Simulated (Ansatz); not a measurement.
For antifluorite Mg2Sn, PBE-D3(BJ) in Ansatz (plane waves, PAW) gives:

| Property | Result |
|---|---|
| lattice constant a | 6.713 Å |
| enthalpy of formation | -0.179 eV/atom |

Task: What does HSE06 (Ansatz, a first-principles code, plane waves, PAW) give for the same quantities?

Result: 
- lattice constant a: 6.766 Å (rises by 0.8 %)
- formation enthalpy: -0.276 eV/atom (moves by -0.097 eV/atom)

For comparison: lattice constant a 6.766 Å (measured, temperature not stated, no zero-point or thermal correction; as tabulated in Freccero, Grin, Wagner, Dalton Trans. (2023), ESI).

Changes are worked out from the printed values.

Unless a cell is named, each level is at its own relaxed cell (PBE-D3(BJ) 25.21, HSE06 25.81 Å³/atom).

Levels without +SOC leave out spin–orbit coupling, which shifts energies and cells of such heavy elements.

Caveats: hybrids on metals are sensitive to the k mesh and can open a false gap (HSE06). Ansatz's density-functional and Hartree–Fock values are scalar-relativistic unless marked +SOC, with PAW data made under PBE.
